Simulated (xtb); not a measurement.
xtb input:

```bash
xtb mol.xyz --gfn 1 --opt tight --chrg 0 --uhf 0
```
mol.xyz:
```
9

S     -0.00745418     0.00930076     1.18886061
C     -0.00314603     1.23475990    -0.01554078
C      0.00321953    -1.23485160     0.00381953
C      0.00610781     0.70120956    -1.27203811
C      0.00977370    -0.72102529    -1.26088861
H     -0.00764255     2.27441778     0.26701165
H      0.00407084    -2.26996127     0.30263693
H      0.01016329     1.29868792    -2.17207880
H      0.01694535    -1.33251200    -2.15145173
```

Problem. Which total energy does the run end on?

Solution. -14.27978 Eh (GFN1-xTB).
